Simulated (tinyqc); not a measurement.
CIS and TDHF on RHF in the sto-6g basis, for H2O, spin multiplicity 1, step by step (part 1 of 2). Computed by tinyqc, a small Python program that keeps every step (integrals from PySCF). Settings: charge = 0, multiplicity = 1, basis = sto-6g, method = RHF, energy threshold = 1e-10, iteration cap = 54, orthogonalisation = symmetric, start = atomic densities, DIIS depth = 6, TDHF = 1. Command: `OMP_NUM_THREADS=1 python tinyqc.py 26111 26112 out.jsonl` (the two numbers bound the seeds that draw the settings). One thread of a shared host (Intel(R) Xeon(R) Processor @ 2.60GHz), about 0.2 s of CPU time with the checks. The early iterations of the SCF are left out here.

## One-electron integrals

Geometry (angstrom):
```
atom       x        y       z
O     0.0000   0.0000  0.0000
H     0.0000   0.7990  0.7920
H     0.0000  -0.7990  0.7920
```

Basis sto-6g: exponents (1/bohr^2) and contraction coefficients of normalised primitives:
```
element  l (shell)   exponent  coefficient
O            s (1)  1355.5842       0.0092
O            s (1)   248.5449       0.0494
O            s (1)    69.5339       0.1685
O            s (1)    23.8868       0.3706
O            s (1)     9.2759       0.4165
O            s (1)     3.8203       0.1303
O            s (2)    52.1878      -0.0133
O            s (2)    10.3293      -0.0470
O            s (2)     3.2103      -0.0338
O            s (2)     1.2351       0.2502
O            s (2)     0.5364       0.5951
O            s (2)     0.2459       0.2407
O            p (3)    52.1878       0.0038
O            p (3)    10.3293       0.0377
O            p (3)     3.2103       0.1739
O            p (3)     1.2351       0.4180
O            p (3)     0.5364       0.4259
O            p (3)     0.2459       0.1017
H            s (1)    35.5232       0.0092
H            s (1)     6.5131       0.0494
H            s (1)     1.8221       0.1685
H            s (1)     0.6260       0.3706
H            s (1)     0.2431       0.4165
H            s (1)     0.1001       0.1303
```

Overlap, kinetic and nuclear-attraction integrals over the contracted functions; the nuclear repulsion is the sum of Za Zb / Rab.

nuclear repulsion = 7.857107 hartree

overlap S, lower triangle:
```
         1O 1s   1O 2s  1O 2px   1O 2py  1O 2pz   2H 1s   3H 1s
1O 1s   1.0000
1O 2s   0.2311  1.0000
1O 2px  0.0000  0.0000  1.0000
1O 2py  0.0000  0.0000  0.0000   1.0000
1O 2pz  0.0000  0.0000  0.0000   0.0000  1.0000
2H 1s   0.0377  0.3740  0.0000   0.2347  0.2327  1.0000
3H 1s   0.0377  0.3740  0.0000  -0.2347  0.2327  0.2227  1.0000
```

kinetic energy T (hartree), lower triangle:
```
          1O 1s   1O 2s  1O 2px   1O 2py  1O 2pz   2H 1s   3H 1s
1O 1s   29.3272
1O 2s   -0.8960  0.8426
1O 2px   0.0000  0.0000  2.5313
1O 2py   0.0000  0.0000  0.0000   2.5313
1O 2pz   0.0000  0.0000  0.0000   0.0000  2.5313
2H 1s   -0.0061  0.0614  0.0000   0.1217  0.1206  0.7685
3H 1s   -0.0061  0.0614  0.0000  -0.1217  0.1206  0.0013  0.7685
```

nuclear attraction V (hartree), lower triangle:
```
           1O 1s    1O 2s   1O 2px   1O 2py   1O 2pz    2H 1s    3H 1s
1O 1s   -62.1991
1O 2s    -6.3687  -9.9366
1O 2px    0.0000   0.0000  -9.8794
1O 2py    0.0000   0.0000   0.0000  -9.9654
1O 2pz   -0.0167  -0.1943   0.0000   0.0000  -9.9639
2H 1s    -1.1859  -2.8520   0.0000  -1.5776  -1.6229  -5.2626
3H 1s    -1.1859  -2.8520   0.0000   1.5776  -1.6229  -1.2576  -5.2626
```

core Hamiltonian H = T + V (hartree), lower triangle:
```
           1O 1s    1O 2s   1O 2px   1O 2py   1O 2pz    2H 1s    3H 1s
1O 1s   -32.8719
1O 2s    -7.2648  -9.0940
1O 2px    0.0000   0.0000  -7.3480
1O 2py    0.0000   0.0000   0.0000  -7.4341
1O 2pz   -0.0167  -0.1943   0.0000   0.0000  -7.4326
2H 1s    -1.1920  -2.7905   0.0000  -1.4559  -1.5022  -4.4941
3H 1s    -1.1920  -2.7905   0.0000   1.4559  -1.5022  -1.2563  -4.4941
```

## Two-electron integrals

Functions are numbered as in S; the eight-fold symmetry (ij|kl) = (ji|kl) = (kl|ij) leaves the list below.

Two-electron integrals (ij|kl) in chemists' order, unique and non-zero (hartree):
```
(11|11) 4.7875      (21|11) 0.6759      (21|21) 0.1215      (22|11) 1.1174
(22|21) 0.2492      (22|22) 0.8174      (31|31) 0.0258      (32|31) 0.0391
(32|32) 0.1807      (33|11) 1.1174      (33|21) 0.2492      (33|22) 0.8174
(33|33) 0.8807      (41|41) 0.0258      (42|41) 0.0391      (42|42) 0.1807
(43|43) 0.0475      (44|11) 1.1174      (44|21) 0.2492      (44|22) 0.8174
(44|33) 0.7857      (44|44) 0.8807      (51|51) 0.0258      (52|51) 0.0391
(52|52) 0.1807      (53|53) 0.0475      (54|54) 0.0475      (55|11) 1.1174
(55|21) 0.2492      (55|22) 0.8174      (55|33) 0.7857      (55|44) 0.7857
(55|55) 0.8807      (61|11) 0.1172      (61|21) 0.0202      (61|22) 0.0406
(61|33) 0.0405      (61|41) 0.0007      (61|42) 0.0014      (61|44) 0.0406
(61|51) 0.0007      (61|52) 0.0014      (61|54) 1.29e-04    (61|55) 0.0406
(61|61) 0.0034      (62|11) 0.2999      (62|21) 0.0679      (62|22) 0.2485
(62|33) 0.2443      (62|41) 0.0039      (62|42) 0.0293      (62|44) 0.2507
(62|51) 0.0038      (62|52) 0.0290      (62|54) 0.0063      (62|55) 0.2506
(62|61) 0.0114      (62|62) 0.0962      (63|31) 0.0073      (63|32) 0.0420
(63|43) 0.0060      (63|53) 0.0059      (63|63) 0.0132      (64|11) 0.1589
(64|21) 0.0365      (64|22) 0.1423      (64|33) 0.1360      (64|41) 0.0091
(64|42) 0.0576      (64|44) 0.1515      (64|51) 0.0018      (64|52) 0.0155
(64|54) 0.0094      (64|55) 0.1395      (64|61) 0.0064      (64|62) 0.0670
(64|64) 0.0592      (65|11) 0.1575      (65|21) 0.0362      (65|22) 0.1411
(65|33) 0.1348      (65|41) 0.0018      (65|42) 0.0155      (65|44) 0.1383
(65|51) 0.0091      (65|52) 0.0573      (65|54) 0.0094      (65|55) 0.1501
(65|61) 0.0063      (65|62) 0.0664      (65|64) 0.0456      (65|65) 0.0584
(66|11) 0.4613      (66|21) 0.1064      (66|22) 0.4466      (66|33) 0.4294
(66|41) 0.0075      (66|42) 0.0781      (66|44) 0.4555      (66|51) 0.0074
(66|52) 0.0774      (66|54) 0.0259      (66|55) 0.4550      (66|61) 0.0180
(66|62) 0.2251      (66|64) 0.1786      (66|65) 0.1770      (66|66) 0.7750
(71|11) 0.1172      (71|21) 0.0202      (71|22) 0.0406      (71|33) 0.0405
(71|41) -0.0007     (71|42) -0.0014     (71|44) 0.0406      (71|51) 0.0007
(71|52) 0.0014      (71|54) -1.29e-04   (71|55) 0.0406      (71|61) 0.0034
(71|62) 0.0111      (71|64) 0.0057      (71|65) 0.0061      (71|66) 0.0173
(71|71) 0.0034      (72|11) 0.2999      (72|21) 0.0679      (72|22) 0.2485
(72|33) 0.2443      (72|41) -0.0039     (72|42) -0.0293     (72|44) 0.2507
(72|51) 0.0038      (72|52) 0.0290      (72|54) -0.0063     (72|55) 0.2506
(72|61) 0.0111      (72|62) 0.0792      (72|64) 0.0380      (72|65) 0.0533
(72|66) 0.1527      (72|71) 0.0114      (72|72) 0.0962      (73|31) 0.0073
(73|32) 0.0420      (73|43) -0.0060     (73|53) 0.0059      (73|63) 0.0106
(73|73) 0.0132      (74|11) -0.1589     (74|21) -0.0365     (74|22) -0.1423
(74|33) -0.1360     (74|41) 0.0091      (74|42) 0.0576      (74|44) -0.1515
(74|51) -0.0018     (74|52) -0.0155     (74|54) 0.0094      (74|55) -0.1395
(74|61) -0.0057     (74|62) -0.0380     (74|64) -0.0081     (74|65) -0.0250
(74|66) -0.0657     (74|71) -0.0064     (74|72) -0.0670     (74|74) 0.0592
(75|11) 0.1575      (75|21) 0.0362      (75|22) 0.1411      (75|33) 0.1348
(75|41) -0.0018     (75|42) -0.0155     (75|44) 0.1383      (75|51) 0.0091
(75|52) 0.0573      (75|54) -0.0094     (75|55) 0.1501      (75|61) 0.0061
(75|62) 0.0533      (75|64) 0.0250      (75|65) 0.0458      (75|66) 0.1124
(75|71) 0.0063      (75|72) 0.0664      (75|74) -0.0456     (75|75) 0.0584
(76|11) 0.1221      (76|21) 0.0280      (76|22) 0.1126      (76|33) 0.1097
(76|44) 0.1113      (76|51) 0.0024      (76|52) 0.0219      (76|55) 0.1169
(76|61) 0.0047      (76|62) 0.0453      (76|64) 0.0272      (76|65) 0.0351
(76|66) 0.1159      (76|71) 0.0047      (76|72) 0.0453      (76|74) -0.0272
(76|75) 0.0351      (76|76) 0.0275      (77|11) 0.4613      (77|21) 0.1064
(77|22) 0.4466      (77|33) 0.4294      (77|41) -0.0075     (77|42) -0.0781
(77|44) 0.4555      (77|51) 0.0074      (77|52) 0.0774      (77|54) -0.0259
(77|55) 0.4550      (77|61) 0.0173      (77|62) 0.1527      (77|64) 0.0657
(77|65) 0.1124      (77|66) 0.3264      (77|71) 0.0180      (77|72) 0.2251
(77|74) -0.1786     (77|75) 0.1770      (77|76) 0.1159      (77|77) 0.7750
```

## Orthogonalisation

S = U s U^T; symmetric (Loewdin) form X = U s^(-1/2) U^T, so that X^T S X = 1.

eigenvalues of S: 0.4515  0.5385  0.8787  1.0000  1.1113  1.2388  1.7812

X, lower triangle:
```
          1O 1s    1O 2s  1O 2px   1O 2py   1O 2pz    2H 1s   3H 1s
1O 1s    1.0222
1O 2s   -0.1315   1.1430
1O 2px   0.0000   0.0000  1.0000
1O 2py   0.0000   0.0000  0.0000   1.0568
1O 2pz  -0.0072   0.0744  0.0000   0.0000   1.0453
2H 1s    0.0164  -0.2076  0.0000  -0.1556  -0.1269   1.1234
3H 1s    0.0164  -0.2076  0.0000   0.1556  -0.1269  -0.0810  1.1234
```

## Iteration 8 (converged): orbitals

converged F (hartree), lower triangle:
```
           1O 1s    1O 2s   1O 2px   1O 2py   1O 2pz    2H 1s    3H 1s
1O 1s   -20.5373
1O 2s    -4.9665  -2.3117
1O 2px    0.0000   0.0000  -0.4005
1O 2py    0.0000   0.0000   0.0000  -0.2337
1O 2pz   -0.0242  -0.0760   0.0000   0.0000  -0.2711
2H 1s    -0.8170  -0.7658   0.0000  -0.3241  -0.3549  -0.4081
3H 1s    -0.8170  -0.7658   0.0000   0.3241  -0.3549  -0.2892  -0.4081
```

Diagonalise F' = X^T F X, C = X C', fill 5 alpha and 5 beta electrons from the bottom; D = 2 C_occ C_occ^T. Each column has its largest component positive (the first on a tie).

F' = X^T F X (hartree), lower triangle:
```
          1        2        3        4        5        6        7
1  -20.2133
2   -2.4980  -1.2967
3    0.0000   0.0000  -0.4005
4    0.0000   0.0000   0.0000  -0.0535
5   -0.0466   0.1046   0.0000   0.0000  -0.1245
6   -0.1105  -0.3779   0.0000  -0.3675  -0.3188  -0.0314
7   -0.1105  -0.3779   0.0000   0.3675  -0.3188  -0.0907  -0.0314
```

orbital energies (hartree): MO1 -20.5402, MO2 -1.2196, MO3 -0.5199, MO4 -0.4663, MO5 -0.4005, MO6 0.4694, MO7 0.5257

coefficients C:
```
            MO1      MO2      MO3      MO4     MO5      MO6      MO7
1O 1s    0.9969  -0.2281   0.0000   0.0899  0.0000  -0.0945   0.0000
1O 2s    0.0140   0.8956   0.0000  -0.4899  0.0000   0.6109   0.0000
1O 2px   0.0000   0.0000   0.0000   0.0000  1.0000   0.0000   0.0000
1O 2py   0.0000   0.0000   0.6395   0.0000  0.0000   0.0000   0.8696
1O 2pz   0.0024   0.0863   0.0000   0.7038  0.0000   0.7923   0.0000
2H 1s   -0.0026   0.1356   0.4530   0.3499  0.0000  -0.6796  -0.7378
3H 1s   -0.0026   0.1356  -0.4530   0.3499  0.0000  -0.6796   0.7378
```

D after iteration 8, lower triangle:
```
          1O 1s    1O 2s  1O 2px   1O 2py  1O 2pz    2H 1s   3H 1s
1O 1s    2.1078
1O 2s   -0.4689   2.0847
1O 2px   0.0000   0.0000  2.0000
1O 2py   0.0000   0.0000  0.0000   0.8180
1O 2pz   0.0919  -0.5350  0.0000   0.0000  1.0056
2H 1s   -0.0042  -0.1001  0.0000   0.5794  0.5159   0.6920
3H 1s   -0.0042  -0.1001  0.0000  -0.5794  0.5159  -0.1287  0.6920
```

## Convergence

Stop when the energy changes by less than 1e-10 hartree and every element of the error matrix X^T (F D S - S D F) X is below 3e-06.

Course of the cycle:
```
iteration  E (hartree)     change  largest element of the error matrix
1           -75.851189          -                             9.42e-01
2           -75.591837   2.59e-01                             2.05e-01
3           -75.645184  -5.33e-02                             3.51e-02
4           -75.647039  -1.86e-03                             4.20e-03
5           -75.647072  -3.30e-05                             4.74e-04
6           -75.647073  -8.64e-07                             1.40e-04
7           -75.647073  -7.79e-08                             3.47e-07
8           -75.647073  -2.27e-13                             1.21e-09
```

PySCF RHF in the same basis = -75.647073 hartree

Converged in 8 iterations.

## Integrals over molecular orbitals

(pq|rs) = sum C_ip C_jq C_kr C_ls (ij|kl), one index at a time.

one-electron integrals over orbitals h = C^T H C (hartree), lower triangle:
```
          1        2        3        4        5        6        7
1  -32.8595
2    0.5777  -7.6110
3    0.0000   0.0000  -6.0564
4   -0.2218   0.5644   0.0000  -6.4828
5    0.0000   0.0000   0.0000   0.0000  -7.3480
6    0.2417  -1.2010   0.0000  -1.3749   0.0000  -5.4479
7    0.0000   0.0000  -1.7433   0.0000   0.0000   0.0000  -5.4104
```

Two-electron integrals over orbitals (pq|rs), unique and non-zero (hartree):
```
(11|11) 4.7638      (21|11) -0.4403     (21|21) 0.0656      (22|11) 1.0371
(22|21) -0.0164     (22|22) 0.7291      (31|31) 0.0118      (32|31) 0.0176
(32|32) 0.1288      (33|11) 0.7802      (33|21) -0.0048     (33|22) 0.6235
(33|33) 0.6002      (41|11) 0.1773      (41|21) -0.0247     (41|22) 0.0129
(41|33) 0.0054      (41|41) 0.0247      (42|11) -0.1631     (42|21) 0.0089
(42|22) -0.0281     (42|33) 2.43e-04    (42|41) 0.0163      (42|42) 0.1293
(43|31) -0.0033     (43|32) 0.0237      (43|43) 0.0582      (44|11) 0.9077
(44|21) -0.0106     (44|22) 0.6504      (44|33) 0.5672      (44|41) -0.0077
(44|42) -0.0859     (44|44) 0.6756      (51|51) 0.0266      (52|51) 0.0332
(52|52) 0.1513      (53|53) 0.0274      (54|51) -0.0123     (54|52) -0.0459
(54|54) 0.0474      (55|11) 1.1171      (55|21) -0.0116     (55|22) 0.7576
(55|33) 0.6102      (55|41) 0.0044      (55|42) -0.0857     (55|44) 0.6749
(55|55) 0.8807      (61|11) -0.1923     (61|21) 0.0308      (61|22) -0.0015
(61|33) 0.0011      (61|41) 0.0028      (61|42) 0.0217      (61|44) -0.0154
(61|55) -0.0047     (61|61) 0.0279      (62|11) 0.2652      (62|21) -0.0062
(62|22) 0.1323      (62|33) 0.0724      (62|41) 0.0188      (62|42) 0.0332
(62|44) 0.0537      (62|55) 0.1376      (62|61) 0.0122      (62|62) 0.0973
(63|31) 0.0032      (63|32) -0.0265     (63|43) -0.0343     (63|63) 0.0655
(64|11) 0.2814      (64|21) -0.0034     (64|22) 0.1322      (64|33) 0.0548
(64|41) -0.0008     (64|42) -0.0633     (64|44) 0.1304      (64|55) 0.1581
(64|61) -0.0033     (64|62) 0.0543      (64|64) 0.1098      (65|51) 0.0122
(65|52) 0.0480      (65|54) 0.0070      (65|65) 0.0343      (66|11) 0.8145
(66|21) -0.0080     (66|22) 0.6079      (66|33) 0.5569      (66|41) 0.0172
(66|42) 0.0407      (66|44) 0.5550      (66|55) 0.5917      (66|61) 0.0095
(66|62) 0.0988      (66|64) 0.0588      (66|66) 0.5956      (71|31) 0.0147
(71|32) 0.0209      (71|43) -0.0041     (71|63) 0.0036      (71|71) 0.0182
(72|31) 0.0149      (72|32) 0.0540      (72|43) -0.0337     (72|63) 0.0304
(72|71) 0.0178      (72|72) 0.0662      (73|11) 0.3698      (73|21) -0.0067
(73|22) 0.1629      (73|33) 0.0921      (73|41) -4.96e-04   (73|42) -0.0854
(73|44) 0.1282      (73|55) 0.2021      (73|61) -0.0057     (73|62) 0.0649
(73|64) 0.1106      (73|66) 0.0485      (73|73) 0.1656      (74|31) -0.0086
(74|32) -0.0746     (74|43) -0.0178     (74|63) 0.0531      (74|71) -0.0106
(74|72) -0.0142     (74|74) 0.0756      (75|53) 0.0237      (75|75) 0.0235
(76|31) 0.0071      (76|32) 0.0791      (76|43) 0.0627      (76|63) -0.0566
(76|71) 0.0085      (76|72) -0.0079     (76|74) -0.0635     (76|76) 0.1079
(77|11) 0.8062      (77|21) -0.0077     (77|22) 0.5983      (77|33) 0.5805
(77|41) 0.0038      (77|42) -0.0115     (77|44) 0.5644      (77|55) 0.5932
(77|61) -0.0024     (77|62) 0.0573      (77|64) 0.0441      (77|66) 0.5540
(77|73) 0.0788      (77|77) 0.5847
```

## CIS matrix, singlets

A(ia,jb) = (e_a - e_i) d_ij d_ab + 2 (ia|jb) - (ij|ab).

CIS matrix A, singlet (hartree), lower triangle:
```
         1>6      1>7     2>6      2>7     3>6     3>7     4>6     4>7
1>6  20.2509
1>7   0.0000  20.2962
2>6   0.0323   0.0000  1.2757
2>7   0.0000   0.0434  0.0000   1.2793
3>6   0.0000   0.0001  0.0000  -0.0184  0.5633
3>7  -0.0185   0.0000  0.0508   0.0000  0.0000  0.7964
4>6  -0.0238   0.0000  0.0680   0.0000  0.0000  0.1585  0.6004
4>7   0.0000  -0.0250  0.0000  -0.0170  0.0436  0.0000  0.0000  0.5788
5>6   0.0000   0.0000  0.0000   0.0000  0.0000  0.0000  0.0000  0.0000
5>7   0.0000   0.0000  0.0000   0.0000  0.0000  0.0000  0.0000  0.0000

        5>6     5>7
5>6  0.3468
5>7  0.0000  0.3800
```

## CIS singlet states

dipole integrals <i|r|a> (bohr):
```
          x        y        z
1>6  0.0000   0.0000   0.0460
1>7  0.0000   0.0498   0.0000
2>6  0.0000   0.0000  -0.0667
2>7  0.0000  -0.0522   0.0000
3>6  0.0000  -0.7835   0.0000
3>7  0.0000   0.0000  -0.8009
4>6  0.0000   0.0000  -0.7431
4>7  0.0000  -0.7955   0.0000
5>6  0.0611   0.0000   0.0000
5>7  0.0000   0.0000   0.0000
```

Diagonalise A (1 hartree = 27.211386 eV); each vector has its largest component positive (the first on a tie). The transition dipole is mu = sqrt2 sum c_ia <i|r|a>.

singlet excitation energies (eV): 9.4362  10.3409  13.8891  14.3354  16.7185  23.6742  34.8356  35.1550  551.0587  552.2912

lowest vectors:
```
     state 1  state 2  state 3  state 4  state 5  state 6
1>6   0.0000   0.0000   0.0007   0.0000   0.0000   0.0017
1>7   0.0000   0.0000   0.0000  -0.0008   0.0009   0.0000
2>6   0.0000   0.0000  -0.0462   0.0000   0.0000  -0.1861
2>7   0.0000   0.0000   0.0000   0.0043   0.0372   0.0000
3>6   0.0000   0.0000   0.0000   0.7671   0.6409   0.0000
3>7   0.0000   0.0000  -0.4779   0.0000   0.0000   0.8669
4>6   0.0000   0.0000   0.8772   0.0000   0.0000   0.4625
4>7   0.0000   0.0000   0.0000  -0.6415   0.7667   0.0000
5>6   1.0000   0.0000   0.0000   0.0000   0.0000   0.0000
5>7   0.0000   1.0000   0.0000   0.0000   0.0000   0.0000
```

oscillator strengths 2/3 w |mu|^2: 0.0017  0.0000  0.0481  0.0058  1.0166  1.2198

## TDHF (RPA) singlet states

B(ia,jb) = 2 (ia|jb) - (ib|ja); the squared energies are the eigenvalues of (A - B)(A + B); 1 hartree = 27.211386 eV.

TDHF matrix B, singlet (hartree), lower triangle:
```
         1>6      1>7     2>6      2>7      3>6     3>7     4>6     4>7
1>6   0.0279
1>7   0.0000   0.0182
2>6   0.0122   0.0000  0.0973
2>7   0.0000   0.0178  0.0000   0.0662
3>6   0.0000   0.0129  0.0000  -0.0042   0.0655
3>7  -0.0150   0.0000  0.0995   0.0000   0.0000  0.1656
4>6  -0.0033   0.0000  0.0543   0.0000   0.0000  0.1680  0.1098
4>7   0.0000  -0.0106  0.0000  -0.0142  -0.0043  0.0000  0.0000  0.0756
5>6   0.0000   0.0000  0.0000   0.0000   0.0000  0.0000  0.0000  0.0000
5>7   0.0000   0.0000  0.0000   0.0000   0.0000  0.0000  0.0000  0.0000

        5>6     5>7
5>6  0.0343
5>7  0.0000  0.0235
```

squared energies w^2 (hartree^2): 0.1191  0.1439  0.2568  0.2720  0.3730  0.6723  1.6262  1.6340  410.1028  411.9394

TDHF energies from the positive w^2 (eV): 9.3900  10.3212  13.7906  14.1916  16.6181  22.3110  34.7010  34.7842  551.0577  552.2902

## CIS matrix, triplets

A(ia,jb) = (e_a - e_i) d_ij d_ab - (ij|ab).

CIS matrix A, triplet (hartree), lower triangle:
```
         1>6      1>7      2>6      2>7      3>6      3>7     4>6     4>7
1>6  20.1951
1>7   0.0000  20.2597
2>6   0.0080   0.0000   1.0810
2>7   0.0000   0.0077   0.0000   1.1470
3>6   0.0000  -0.0071   0.0000  -0.0791   0.4324
3>7  -0.0071   0.0000  -0.0791   0.0000   0.0000   0.4651
4>6  -0.0172   0.0000  -0.0407   0.0000   0.0000  -0.0627  0.3808
4>7   0.0000  -0.0038   0.0000   0.0115  -0.0627   0.0000  0.0000  0.4276
5>6   0.0000   0.0000   0.0000   0.0000   0.0000   0.0000  0.0000  0.0000
5>7   0.0000   0.0000   0.0000   0.0000   0.0000   0.0000  0.0000  0.0000

        5>6     5>7
5>6  0.2782
5>7  0.0000  0.3331
```

## CIS triplet states

Diagonalise A (1 hartree = 27.211386 eV); each vector has its largest component positive (the first on a tie).

triplet excitation energies (eV): 7.5709  9.0638  9.2528  9.9158  13.2388  13.4527  29.7293  31.4592  549.5374  551.2952

lowest vectors:
```
     state 1  state 2  state 3  state 4  state 5  state 6
1>6   0.0000   0.0000   0.0009   0.0000   0.0000  -0.0002
1>7   0.0000   0.0000   0.0000   0.0004  -0.0001   0.0000
2>6   0.0000   0.0000   0.1003   0.0000   0.0000   0.0810
2>7   0.0000   0.0000   0.0000   0.0620  -0.0952   0.0000
3>6   0.0000   0.0000   0.0000   0.7145  -0.6909   0.0000
3>7   0.0000   0.0000   0.4956   0.0000   0.0000   0.8601
4>6   0.0000   0.0000   0.8627   0.0000   0.0000  -0.5036
4>7   0.0000   0.0000   0.0000   0.6969   0.7167   0.0000
5>6   1.0000   0.0000   0.0000   0.0000   0.0000   0.0000
5>7   0.0000   1.0000   0.0000   0.0000   0.0000   0.0000
```
